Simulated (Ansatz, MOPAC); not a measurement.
## C2H3F3O (2,2,2-trifluoroethanol): the zero-point energy at each level's own minimum, rung by rung

The runs start from one conformer, not always the lowest.

C2H3F3O, singlet, SMILES `OCC(F)(F)F`. Each level relaxes the structure for itself.

Each level gives the zero-point energy at each level's own minimum (kJ/mol). The values are calculated.

```csv
level,kind,program,value (kJ/mol)
MNDOD,semi-empirical,MOPAC,163.9
PM6-ORG,semi-empirical,MOPAC,138.1
PM7,semi-empirical,MOPAC,140.1
PM7-,semi-empirical,MOPAC,140.1
HF/STO-3G,Hartree–Fock,Ansatz,172.5
HF/3-21G,Hartree–Fock,Ansatz,162.6
HF/6-31G* (Cartesian functions),Hartree–Fock,Ansatz,165.3
PBE/def2-SVP,GGA,Ansatz,147.3
PBE0-D4/def2-TZVP,global hybrid,Ansatz,152.2
B3LYP/6-31G* (Cartesian functions),global hybrid,Ansatz,151.9
```

Harmonic and unscaled. The values span 138.1 to 172.5 kJ/mol.
